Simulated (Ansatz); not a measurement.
## Counterpoise correction, worked out

The pair of OH⁻ (SMILES [OH-], atoms 1–2) and C₂H₄ (SMILES C=C, atoms 3–8), both closed shells, in one local arrangement (a lower one may exist), relaxed at PBE0-D4/def2-TZVPD:

O1  (0.608, -0.521, -2.335)
H2  (-0.051, -1.056, -2.788)
C3  (0.396, 0.379, 0.418)
C4  (-0.582, 0.145, 1.288)
H5  (0.404, -0.007, -0.638)
H6  (1.246, 0.983, 0.741)
H7  (-0.575, 0.527, 2.308)
H8  (-1.447, -0.451, 1.006)
(Å)

Program: Ansatz 0.2.0. Basis: def2-TZVPPD. Cores are frozen in the correlated methods.

MP2 total energies in eV:

| system | geometry | basis functions | energy |
| --- | --- | --- | --- |
| pair | pair | all | -4193.70137 |
| OH⁻ | as in the pair | all (partner as ghosts) | -2059.91362 |
| C₂H₄ | as in the pair | all (partner as ghosts) | -2133.38067 |
| OH⁻ | as in the pair | its own | -2059.88396 |
| C₂H₄ | as in the pair | its own | -2133.37542 |
| OH⁻ | free (PBE0-D4 minimum) | its own | -2059.88417 |
| C₂H₄ | free (PBE0-D4 minimum) | its own | -2133.42030 |

Task: Work out the interaction energy with and without the counterpoise correction, the superposition error, and the binding energy from the relaxed fragments.

Result: Without correction: -4193.70137 − (-2059.88396) − (-2133.37542) = -0.44199 eV.
With correction (each fragment in the whole basis): -4193.70137 − (-2059.91362) − (-2133.38067) = -0.40708 eV = -9.39 kcal/mol.
The superposition error is the difference, 0.03491 eV, 8 % of the uncorrected value: each fragment borrows its partner's functions.
Deformation from the free shapes: 0.00021 eV for OH⁻ and 0.04488 eV for C₂H₄.
Binding energy from relaxed fragments: -0.40708 + 0.00021 + 0.04488 = -0.36199 eV = -8.35 kcal/mol (electronic, without zero-point energy; negative means bound). For comparison, the corrected interaction energy by CCSD(T) at an estimated basis limit (MP2 extrapolated from triple and quadruple zeta, plus CCSD(T) − MP2 in triple zeta) is -0.453 eV.

No T1 diagnostic of these runs exceeds 0.026.

For scale, one of the runs: CCSD(T)/def2-TZVPPD, 199 basis functions, launched by `ansatz run in.yaml --threads 2 --pin off --events-out ev --progress --plain --max-ram 5222MiB`. Time: 64 s of wall clock on 2 CPU threads; the host was shared. Peak host memory: 2.5 GiB.
